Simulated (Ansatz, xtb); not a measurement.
**Relative energy of two structures of H2S2**

Structure I is `SS`, a singlet and structure II is a singlet given by its coordinates. Both are isolated molecules in the gas phase, relaxed with PBE-D3(BJ)/def2-SVP; the shapes shown needn't be the lowest conformers.

I (Å):

```xyz
4

S     0.6162    1.5069    0.3351
S     0.0913   -0.3734   -0.4158
H    -1.2695   -0.2186   -0.4075
H     0.6357    1.1911    1.6676
```

II (Å):

| atom | x (Å) | y (Å) | z (Å) |
| --- | --- | --- | --- |
| S | -0.2221 | 0.5379 | 0.5033 |
| S | -0.2816 | -1.4414 | 0.3950 |
| H | -0.4925 | 1.1075 | -0.7551 |
| H | 1.0985 | 0.9993 | 0.3479 |

Close contacts (Å): S1–S2 1.98, S1–H3 1.41, S1–H4 1.41.

Quicker runs give these differences E(II) − E(I): GFN2-xTB +112.1 kJ/mol; HF/STO-3G +313.8 kJ/mol (at GFN2-xTB geometries); r2SCAN-D4/def2-SVP +129.0 kJ/mol (at GFN2-xTB geometries).

**Question.** Estimate E(II) − E(I) at the level CCSD(T)/def2-TZVPP.

**Answer.** Calculated at CCSD(T)/def2-TZVPP: E(II) − E(I) = +121.7 kJ/mol, so structure I lies lower.

The same difference at several levels:

```json
{"level": "GFN2-xTB", "geometry": "GFN2-xTB", "E(II) − E(I) (kJ/mol)": "+112.1", "departure from the last row (kJ/mol)": "−9.6", "job, with rough time for the two": "optimisation, 0.1 s"}
{"level": "HF/STO-3G", "geometry": "GFN2-xTB", "E(II) − E(I) (kJ/mol)": "+313.8", "departure from the last row (kJ/mol)": "+192.1", "job, with rough time for the two": "single point, 0.16 s"}
{"level": "r2SCAN-D4/def2-SVP", "geometry": "GFN2-xTB", "E(II) − E(I) (kJ/mol)": "+129.0", "departure from the last row (kJ/mol)": "+7.3", "job, with rough time for the two": "single point, 2.1 s"}
{"level": "PBE-D3(BJ)/def2-SVP", "geometry": "PBE-D3(BJ)/def2-SVP", "E(II) − E(I) (kJ/mol)": "+122.2", "departure from the last row (kJ/mol)": "+0.5", "job, with rough time for the two": "optimisation, 6 s"}
{"level": "HF/def2-TZVPP", "geometry": "PBE-D3(BJ)/def2-SVP", "E(II) − E(I) (kJ/mol)": "+132.8", "departure from the last row (kJ/mol)": "+11.0", "job, with rough time for the two": "part of the CCSD(T) run"}
{"level": "MP2/def2-TZVPP", "geometry": "PBE-D3(BJ)/def2-SVP", "E(II) − E(I) (kJ/mol)": "+118.3", "departure from the last row (kJ/mol)": "−3.4", "job, with rough time for the two": "part of the CCSD(T) run"}
{"level": "CCSD(T)/def2-TZVPP", "geometry": "PBE-D3(BJ)/def2-SVP", "E(II) − E(I) (kJ/mol)": "+121.7", "departure from the last row (kJ/mol)": "", "job, with rough time for the two": "single point, 14 s"}
```

None of the levels shown reverses the order. The largest departure from CCSD(T)/def2-TZVPP is that of HF/STO-3G, 192.1 kJ/mol.

With harmonic frequencies from PBE-D3(BJ)/def2-SVP (ideal gas, rigid rotor, one conformer each, 298.15 K, 1 atm): on the last row, ΔE + ΔZPE = +122.1, ΔH = +121.3, ΔG = +121.0 kJ/mol.

The correlated steps freeze 10 core orbitals. Mirror images aren't counted in ΔG. Programs: Ansatz 0.2.0, xtb 6.7.1; the last row on 1 thread of Arm Neoverse V1 on a shared host.
